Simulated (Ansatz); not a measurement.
Energy needed to pull apart C2H4B, doublet, into free ground-state atoms, from the structure below (displaced at random from a GFN2-xTB minimum); no zero-point or spin–orbit terms; open-shell atoms are treated unrestricted, in their ground-state multiplicity.

```xyz
7
angstrom
B 1.3218 -0.1051 0.1038
C -0.0420 -0.8252 0.0856
C 0.1117 0.7713 0.0282
H -0.6085 -1.1920 -1.0985
H -0.2631 -1.3093 0.9893
H -0.2688 1.3568 0.9517
H -0.3315 1.3480 -0.7327
```

Ansatz 0.2.0; basis: def2-TZVPP; cores frozen in the correlated methods; orbitals are unrestricted.

| method | atomization energy (kcal/mol) |
| --- | --- |
| PBE-D4 | 612.3 |
| r2SCAN-D4 | 600.0 |
| PBE0-D4 | 600.9 |
| r2SCAN0-D4 | 590.9 |
| CAM-B3LYP-D4 | 593.9 |
| wB97M-V | ? |
| HF | 434.5 |
| MP2 | 581.9 |
| CCSD | ? |
| CCSD(T) | 571.4 |

(1) What does wB97M-V give? (An estimate is asked for; the value comes from the calculation.)

(2) What does CCSD give? (An estimate is asked for; the value comes from the calculation.)

T1 diagnostic: at most 0.016. ⟨S²⟩ of the unrestricted Hartree–Fock references: 0.76 (a pure state has 0.75).

## Answers

(1) Computed: 591.7 kcal/mol, which is about 20.3 kcal/mol more than CCSD(T)/def2-TZVPP.

(2) The calculation gives: 562.1 kcal/mol, which is about 9.3 kcal/mol less than CCSD(T)/def2-TZVPP.

In triple zeta the MP2 and coupled-cluster atomization energies are still short of their basis limit by a few kcal/mol a bond, whereas those of the functionals are nearly converged, so these differences are not deviations from converged CCSD(T).

For scale, one of the runs: CCSD(T)/def2-TZVPP forces, 149 basis functions (an equivalent command: `ansatz run in.yaml --threads 4`). Hardware: 4 CPU threads, shared host. Wall time 2.2 min; peak host memory 4.3 GiB.
